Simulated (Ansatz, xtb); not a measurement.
# Relative energy of two isomers of C2H4FN

Structure a: `[H]/N=C(/C)F`, a singlet. Structure b: `C/N=C\F`, a singlet. Both are isolated molecules in the gas phase, relaxed with B3LYP-D3(BJ)/6-311G**.

a (Å):

```csv
atom,x (Å),y (Å),z (Å)
C,-0.8899,-2.2085,2.7947
C,0.3408,-2.6987,2.1147
F,1.2643,-3.1448,3.0261
N,0.5536,-2.7219,0.8843
H,-1.3302,-3.0122,3.3901
H,-1.6056,-1.8615,2.0532
H,-0.6370,-1.3941,3.4782
H,1.4753,-3.1051,0.6726
```

b (Å):

```tsv
atom	x (Å)	y (Å)	z (Å)
C	-0.9696	-2.5341	2.9104
C	0.9461	-2.7244	1.5582
F	1.0925	-1.3715	1.4426
N	0.0479	-3.2953	2.1983
H	-0.9347	-2.8179	3.9649
H	-0.8615	-1.4502	2.8233
H	-1.9495	-2.8321	2.5302
H	1.7289	-3.2372	1.0095
```

Quicker runs give these differences E(b) − E(a): GFN2-xTB +16.6 kJ/mol; HF/STO-3G +21.7 kJ/mol (at GFN2-xTB geometries); r2SCAN-D4/def2-SVP +48.8 kJ/mol (at GFN2-xTB geometries).

Task: Estimate E(b) − E(a) at the level CCSD(T)/def2-TZVP.

Result: Calculated at CCSD(T)/def2-TZVP: E(b) − E(a) = +52.1 kJ/mol, so structure a lies lower.

Level by level:

| level | geometry | E(b) − E(a) (kJ/mol) | departure from the last row (kJ/mol) | job, with rough time for the two |
| --- | --- | --- | --- | --- |
| GFN2-xTB | GFN2-xTB | +16.6 | −35.5 | optimisation, 0.11 s |
| HF/STO-3G | GFN2-xTB | +21.7 | −30.4 | single point, 0.28 s |
| r2SCAN-D4/def2-SVP | GFN2-xTB | +48.8 | −3.2 | single point, 2.1 s |
| B3LYP-D3(BJ)/6-311G** | B3LYP-D3(BJ)/6-311G** | +50.9 | −1.2 | optimisation, 50 s |
| HF/def2-TZVP | B3LYP-D3(BJ)/6-311G** | +54.7 | +2.7 | part of the CCSD(T) run |
| MP2/def2-TZVP | B3LYP-D3(BJ)/6-311G** | +53.8 | +1.7 | part of the CCSD(T) run |
| CCSD(T)/def2-TZVP | B3LYP-D3(BJ)/6-311G** | +52.1 |  | single point, 40 s |

As drawn, b has 1 C–N, 1 C–H in place of 1 N–H, 1 C–C.

The levels shown agree on the order. The largest departure from CCSD(T)/def2-TZVP is that of GFN2-xTB, 35.5 kJ/mol.

With harmonic frequencies from B3LYP-D3(BJ)/6-311G** (ideal gas, rigid rotor, one conformer each, 298.15 K, 1 atm): the zero-point term adds −0.3 kJ/mol; ΔH is +52.3 and ΔG +50.6 kJ/mol.

The correlated steps freeze 4 core orbitals. Codes used: Ansatz 0.2.0, xtb 6.7.1; the last row on 2 threads of Intel(R) Xeon(R) Platinum 8259CL CPU @ 2.50GHz (Skylake/Cascade Lake) on a shared host.
